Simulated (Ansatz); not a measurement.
bcc Na, treated with PBEsol-D3(BJ) in Ansatz (PAW).

Numerical settings: plane-wave cutoff 520 eV, 18×18×18 k mesh, Fermi–Dirac smearing 0.05 eV, scalar-relativistic PAW data made under PBE.

Pressure at four volumes; x = ln(V/32.990 Å³). One pressure is withheld.

```json
[
 {"V (Å³/atom)": "31.010", "x": "-0.0619", "P (GPa)": "?"},
 {"V (Å³/atom)": "31.670", "x": "-0.0408", "P (GPa)": "0.402"},
 {"V (Å³/atom)": "32.990", "x": "0.0000", "P (GPa)": "-0.001"},
 {"V (Å³/atom)": "34.969", "x": "0.0583", "P (GPa)": "-0.479"}
]
```

Q: Pass a parabola P(x) through the three rows shown, estimate the bulk modulus and its pressure derivative near zero pressure, and predict the withheld pressure.

A: Slopes between the rows: (-0.001 − (0.402))/(0.0000 − (-0.0408)) = -9.88 and (-0.479 − (-0.001))/(0.0583 − (0.0000)) = -8.20 GPa. Their difference over the span 0.0991 is c = 1.68/0.0991 = 17.0 GPa, so P(x) = 0.402 + (-9.88)(x − (-0.0408)) + 17.0 (x − (-0.0408))(x − (0.0000)). At the middle row B = −dP/dx = −[-9.88 + 17.0 × 0.0408] = 9.2 GPa, and B′ = dB/dP = 2c/B = 3.7. At x = -0.0619 the parabola gives 0.633 GPa; the run gives 0.635 GPa. The Birch–Murnaghan fit to the energies at all volumes has B0 = 9.16 GPa and B′ = 3.7.

Measured, for comparison: bulk modulus 7.9 GPa (0 K value with the zero-point phonon effect removed, our sources range from 7.63 to 7.91; as tabulated in Mejia-Rodriguez and Trickey (2018), arXiv:1807.09216). Computed (rounded) less measured: bulk modulus +16 % (+16 % to +20 % over the range).

Ansatz is an electronic-structure program.
